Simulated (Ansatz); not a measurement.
This geometry of C3H5NO (10 atoms, charge 0, multiplicity 1) is a first-order saddle point.

Computed with RKS PBE0-D4/6-31G* in Ansatz 0.2.0.

```xyz
10
Properties=species:S:1:pos:R:3
N -1.335 1.289 0.939
C -0.377 0.479 0.750
C -0.231 -0.204 -0.559
C 1.106 -0.251 -1.203
O 0.277 -1.543 -0.331
H -1.270 1.710 1.868
H 0.420 0.247 1.472
H -1.127 -0.161 -1.179
H 0.749 -1.683 -1.280
H 1.872 0.067 -0.474
```

(1) Which two structures does it join? (They come from a converged band through this point; their orientation in space is the band's.)

(2) How far does it lie above each of them?

Results:

(1) Bonds broken: C4–H9. Bonds formed: O5–H9.

Initial state:

```xyz
10
Properties=species:S:1:pos:R:3
N -1.373 1.342 0.917
C -0.411 0.522 0.805
C -0.319 -0.364 -0.375
C 0.995 -0.676 -0.957
O 0.323 -1.617 -0.146
H -1.281 1.886 1.778
H 0.405 0.397 1.533
H -1.204 -0.391 -1.010
H 1.053 -0.915 -2.019
H 1.894 -0.237 -0.523
```

Final state:

```xyz
10
Properties=species:S:1:pos:R:3
N -1.341 1.271 0.920
C -0.375 0.462 0.751
C -0.122 -0.116 -0.589
C 1.233 -0.119 -1.210
O 0.462 -1.459 -0.416
H -1.331 1.646 1.870
H 0.373 0.190 1.512
H -1.002 -0.102 -1.234
H 0.252 -1.977 -1.209
H 1.933 0.152 -0.393
```

(2) 333.9 kJ/mol above the first and 17.3 kJ/mol above the second. This is the barrier of this one path; another mechanism may lie lower. The orbitals stay closed-shell, which can raise the energy where a bond breaks towards radicals; this wasn't checked here.

Time of the run: 3.7 min on 2 threads of Arm Neoverse V2, on a shared host, peak memory 0.16 GiB.
